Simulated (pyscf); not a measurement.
H₃C–CH₃ (SMILES CC) + Al–Cl (SMILES [Al][Cl]) [singlet] → H₃C–Al(CH₃)–Cl (SMILES [CH3][Al]([CH3])[Cl]), an insertion (singlet surface; C–C broken, Al–C, Al–C formed). PySCF, gas phase, ωB97X-D3(BJ)/def2-SVP geometries. MP2 and CC: frozen core, UHF for open shells. ΔMP2 is the change of the MP2 total energy from the triple- to the quadruple-zeta basis. Energies in kcal/mol from the separated reactants.

Small-basis levels: PySCF, no dispersion term, spherical d functions. AM1 to PM7: differences of heats of formation from MOPAC, which are fitted to 298 K values and so differ in kind from electronic energies by zero-point and thermal terms. GFN2-xTB: tblite. Cost: rough CPU time at the saddle relative to B3LYP/6-31G*, from one job on a shared machine.

```
level                             barrier  reaction energy        cost
--------------------------------  -------  ---------------  ----------
HF/6-31G*                           114.9            -16.0        0.09
MP2/6-31G*                           89.7            -19.6         0.1
PBE/6-31G*                           74.7            -19.9           2
B3LYP/STO-3G                         98.9            -53.4         0.5
B3LYP/6-31G*                         86.3            -17.5           1
M06-2X/6-31G*                        85.6            -22.1           3
PBE/def2-SVP                         73.3            -23.4           2
GFN2-xTB                             71.7            -23.5  under 0.02
AM1                                  77.6            -20.1  under 0.02
PM3                                  52.3            -20.6  under 0.02
PM6                                  99.5            -26.5  under 0.02
PM7                                  71.6            -11.4  under 0.02
CCSD(T)/def2-TZVPP + ΔMP2(QZVPP)     78.7            -25.6           –
```

Against the last row the barrier runs from -26.4 (PM3) to +36.2 kcal/mol (HF/6-31G*). CCSD(T)/def2-TZVPP + ΔMP2(QZVPP) has limits of its own. From the product side, CH₃• + [H₃C–Al–Cl]• lies, by one bond made or cut, 22.2 kcal/mol under this saddle at ωB97M-D3(BJ)/def2-TZVP. This is the saddle that the search found; another between the same sides may lie lower. One closed-shell reference is unstable to symmetry breaking; treat the single-reference values with care. The CCSD(T) − MP2 part came from Ansatz, without density fitting, on the same reference. The largest closed-shell T1 diagnostic is 0.032, which may signal static correlation.
